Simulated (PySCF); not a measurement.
## Two probes of the same atoms: core binding energy and nuclear shielding

Compound: C4H5NO.
Numbering: `[N:1]#[C:2][CH2:3][CH2:4][CH:5]=[O:6]`

Binding energies: delta-SCF UKS SCAN, pcX-2 on the ionised atom, pcseg-1 elsewhere, spin-free X2C in PySCF 2.14.0. Shieldings: GIAO PBE0/pcSseg-1, non-relativistic, same geometry.

```csv
atom,isotropic shielding (ppm)
C2,60.7
C3,173.6
C4,140.3
C5,-17.5
```

Question: What are the C 1s binding energies of these atoms?

Answer: 
| atom | environment | C 1s (eV) | isotropic shielding (ppm) |
| --- | --- | --- | --- |
| C4 | sp3 carbon next to a carbonyl | 292.08 | 140.3 |
| C2 | nitrile carbon | 292.49 | 60.7 |
| C3 | sp3 carbon next to a nitrile | 292.68 | 173.6 |
| C5 | aldehyde carbon | 294.34 | -17.5 |

Question: Among the listed atoms, is the one with the highest binding energy also the least shielded?

Answer: Yes: C5 has both (294.34 eV, -17.5 ppm).

By binding energy: C4 < C2 < C3 < C5. By shielding: C5 < C2 < C4 < C3.

Spin contamination (⟨S²⟩ against 0.75 for a pure doublet) is marked for C 1s of C5 (0.88), which makes this value less certain. Geometry: PBE0-D3(BJ)/def2-SVP, one conformer, isolated molecule.

The values belong to the conformer `[N:1]#[C:2][CH2:3][CH2:4][CH:5]=[O:6]`: C2–C3–C4–C5 180°, C3–C4–C5–O6 0°.
